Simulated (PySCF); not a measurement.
Reproducing measurements on cyclohexane

**Measured values to compare with.**

NIST CCCBDB Release 22 (SRD 101), experimental polarizabilities lists, for the gas: mean polarisability 11 Å³.

The results are set against them at the end.

Cyclohexane, C6H12.
SMILES with atom numbers: `[CH2:1]1[CH2:2][CH2:3][CH2:4][CH2:5][CH2:6]1` (hydrogens: H7, H8 on C1; H9, H10 on C2; H11, H12 on C3; H13, H14 on C4; H15, H16 on C5; H17, H18 on C6)

Structure used (GFN2-xTB), in Å, numbered top down from 1:
```
atom  x, y, z in Å
C1     1.324   -0.611   -0.159
C2     1.168    0.835    0.302
C3    -0.114    1.439   -0.263
C4    -1.325    0.612    0.158
C5    -1.169   -0.834   -0.303
C6     0.113   -1.439    0.262
H7     1.416   -0.635   -1.247
H8     2.234   -1.041    0.264
H9     2.030    1.424   -0.020
H10    1.131    0.864    1.394
H11   -0.227    2.468    0.085
H12   -0.052    1.461   -1.354
H13   -2.236    1.041   -0.266
H14   -1.419    0.637    1.246
H15   -2.031   -1.423    0.018
H16   -1.131   -0.864   -1.394
H17    0.226   -2.467   -0.087
H18    0.053   -1.462    1.353
```

The PySCF runs (gas phase, on this GFN2-xTB geometry; no spin–orbit coupling):

| level | job | basis functions | wall time |
| --- | --- | --- | --- |
| PBE0/def2-SVPD | 8 singlets by full TDDFT, 3 Tamm–Dancoff triplets, polarisability | 216 | 26 s |

Hardware: one thread of an x86-64 server, no GPU, on a shared host.

Results beside the measurements:

**Mean polarisability.** Measured: 11 Å³ (NIST CCCBDB Release 22 (SRD 101), experimental polarizabilities).

| level | computed (Å³) | computed − measured (Å³) | % (from the printed values) |
| --- | --- | --- | --- |
| PBE0/def2-SVPD | 10.23 | -0.77 | -7 |

The computed values are static and purely electronic, with core orbitals frozen in the response (1 au = 0.148185 Å³). The table of measured values doesn't say here whether a value is static or optical, or holds a vibrational part.

No measured geometry was used, and the causes of the misses weren't examined.
